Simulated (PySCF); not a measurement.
Computed and reference excited states of `C=S` (CH2S)

Published values to compare with (the computed states carry no symmetry labels, so the two lists aren't matched line by line):

```csv
state,E (eV),f,kind of transition,source
3A(T1),1.80,,0-0 transition,[1]
3A2(n→π*),1.94,,vertical absorption,[2]
1A2[F](n→π*),1.95,,vertical emission from the excited-state geometry,[2]
1A2(S1),2.03,,0-0 transition,[1]
1A2(n→π*),2.22,,vertical absorption,[2]
3A1(π→π*),3.43,,vertical absorption,[2]
3B2(n→3s),5.72,,vertical absorption,[2]
1B2(n→4s),5.85,,band maximum or as reported,[3]
1B2(n→3s),5.96,0.012,vertical absorption,[2]
1A1(π→π*),6.20,,band maximum or as reported,[3]
1A1(π→π*),6.38,0.178,vertical absorption,[2]
```

[1] measured, gas; Analytical gradients for NEO-TDDFT (2021), arXiv:2105.05191, experiment column
[2] computed, theoretical best estimate (aug-cc-pVTZ, frozen core, CC3 geometry), gas; Veril, Scemama, Caffarel, Lipparini, Boggio-Pasqua, Jacquemin, Loos, WIREs Comput. Mol. Sci. 2021, 11, e1517 (QUESTDB)
[3] measured, gas; Loos, Scemama, Blondel, Garniron, Caffarel, Jacquemin (2018), arXiv:1807.02045, literature column

CH₂S.
SMILES: `C=S`

Method: PySCF, TDDFT CAM-B3LYP/def2-SVPD, vertical, gas phase, core orbitals frozen in the response. Geometry: PBE0-D3(BJ)/def2-SVP; no solvent, vibrations or thermal averaging.

Computed singlets: 2.21 eV (f 0.000); 6.26 eV (f 0.015); 6.39 eV (f 0.201); 6.77 eV (f 0.068); 6.84 eV (f 0.004); 7.29 eV (f 0.060).

Problem. How does the lowest computed singlet compare with the best estimate listed for the lowest singlet (vertical absorption)?

Solution. 2.21 eV against 2.22 eV for 1A2(n→π*) [2]: a difference of -0.01 eV. Geometry and basis of the two calculations needn't be the same.

[F] marks fluorescence, computed at the excited state's geometry.

Adiabatic (Te) and 0-0 energies refer to the relaxed excited state and aren't the vertical quantity computed here.

A measured band maximum holds vibronic effects and, in solution, solvent shifts, so it needn't equal the vertical energy.
